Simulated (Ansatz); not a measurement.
Task: Name a neutral molecule of C, Na and H with LUMO energy (B3LYP/def2-TZVPP) between -1.70 and -1.40 eV and LUMO energy (PBE0/def2-TZVPP) between -1.45 and -1.15 eV (Ansatz, PBE0-D4/def2-TZVP geometry).

Result: `[CH3][Na]` (-1.53 eV, -1.25 eV). Other molecules can fit too; these were computed, each in one conformer that needn't be the lowest.

B3LYP here is the variant with VWN-RPA as its local correlation; programs differ in this.
